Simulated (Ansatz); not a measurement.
Theory: Ansatz, DFT, PBEsol, plane waves (420 eV) with PAW, scalar-relativistic. (PAW data from PBE, frozen cores regenerated.)

An element in the fcc structure gives this curve. The cell is scaled uniformly from the relaxed one, with fractional coordinates and shape fixed. Energies are extrapolated to zero smearing, pressures are those at the given smearing. Magnetic state: spin not included.

```csv
V (Å³/atom),E − E₀ (meV/atom),P (GPa)
14.639,120.8,22.16
15.305,49.1,12.82
15.970,11.5,5.65
16.636,0.0,0.16
17.301,8.5,-4.05
17.966,32.4,-7.25
18.632,67.9,-9.67
```

(1) Which element is it?
A. silver
B. gallium
C. molybdenum
D. platinum

Results:

(1) A. Its fit is V₀ = 16.66 Å³/atom, B₀ = 119 GPa, B₀′ = 5.7.
